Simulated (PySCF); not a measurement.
Compound: CS.
SMILES: `[C-]#[S+]`

Theory: PySCF, BHandHLYP/def2-TZVP geometry optimisation, gas phase.

Masses are those of the commonest isotopes; rigid-rotor values at the optimised geometry. 

**Question.** What are the moment of inertia and the rotational constant?

**Answer.** I = 20.052 u·Å², B = 505379 MHz·u·Å²/I = 25203 MHz (0.8407 cm⁻¹, or 1.210 K as hB/k). For two atoms I = μr² with μ = 8.7252 u and r = 1.5160 Å.

**Question.** List the first levels of a rigid rotor in a Σ state.

**Answer.** E(J) = BJ(J+1): J = 1: 1.681, J = 2: 5.044, J = 3: 10.088, J = 4: 16.814, J = 5: 25.221, J = 6: 35.309 cm⁻¹.

**Question.** Where do the first rotational lines fall?

**Answer.** The dipole is 1.91 D; J+1 ← J lies at 2B(J+1): 1 ← 0 at 50.41 GHz, 2 ← 1 at 100.81 GHz, 3 ← 2 at 151.22 GHz, 4 ← 3 at 201.63 GHz, 5 ← 4 at 252.03 GHz, 6 ← 5 at 302.44 GHz.

**Question.** Estimate the classical rotational partition function at 50 K, 298.15 K and 500 K.

**Answer.** Point group C∞v, symmetry number σ = 1; q = kT/(σhB), k/h = 20836.6 MHz/K: 41.3 at 50 K, 246 at 298.15 K, 413 at 500 K.

Stationary, but not proved a minimum. No vibrational averaging or centrifugal distortion is included, and the geometry carries the error of its method.
